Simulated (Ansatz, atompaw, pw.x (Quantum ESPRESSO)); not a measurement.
N: one change to the PAW (atompaw) potential, in the atom and in the fcc crystal

atompaw 4.2.0.5 input, output lines left out:

```
N 7
GGA-PBESOL scalarrelativistic loggrid 1500 logderivrange -3 5 201
2 2 0 0 0 0
2 1 3
0 0 0
c
v
v
2
1.95 1.60 1.90 1.60
y
-0.05
n
y
1.35
n
y
0.45
y
2.9
n
bloechl sinc
bessel
```

Change: all radii scaled by about 1.15 (s 2.24, p 2.24, d 2.24 bohr); local potential bessel scheme, radius 2.18 bohr; augmentation sinc compensation charge, radius 1.84 bohr; PAW radius 2.24 bohr; waves and projectors: bloechl; core correction smooth core density matched at 1.84 bohr.

Cutoffs, loose and tight: the cutoffs (Ry, on a coarse ladder) from which the occupation-weighted sum of valence levels, in a spherical-Bessel basis at the reference potential, stays within 10 and 1 mRy of its value at 400 Ry. They see the waves, projectors and local potential, not the compensation charge or the core.

Crystal test: fcc N in pw.x 7.5, no spin, 18³ k-points, Fermi–Dirac smearing 0.01 Ry, cutoffs set for each file from its atomic test. The reference is all-electron LAPW (Ansatz 0.2.0) with the same functional, mesh and smearing; V0 and B0 come from Birch–Murnaghan fits to the pressures at five volumes. Errors are pseudo minus all-electron; Δ is the rms difference of the E(V) curves that follow from these fits, minima aligned, over ±6 % about the mean V0. Mesh and smearing are coarse, so the numbers serve the comparison and aren't converged zero-temperature values; the lattice is a test structure that the element need not adopt. Spin polarisation is left out.

All-electron: a0 = 3.070 Å (V0 = 7.23 Å³/atom), B0 = 205.4 GPa.

Q: Does the change bring the crystal closer to the all-electron result?

A: The mean pressure error goes from +2.49 to +5.35 GPa, so the change moves the solid further from the all-electron pressures.

| quantity | base | changed |
| --- | --- | --- |
| outcome (atom) | generated | generated |
| cutoff, loose (atom) | 25 Ry | 21 Ry |
| cutoff, tight (atom) | 35 Ry | 30 Ry |
| bound ghosts (atom) | none | none |
| cutoffs in pw.x (Ry) | 45/450 | 40/400 |
| a0 (Å) | 3.082 | 3.095 |
| a0 error (%) | +0.38 | +0.80 |
| B0 error (%) | +0.7 | +0.9 |
| Δ (meV/atom) | 3.8 | 8.0 |
| mean pressure error (GPa) | +2.49 | +5.35 |

Changed file: The largest radius (2.24 bohr) exceeds half the bond length (2.05 bohr), so the spheres overlap, which is one possible source of error among others. This is a poor potential for the solid. The atomic cutoffs weigh occupied waves only.
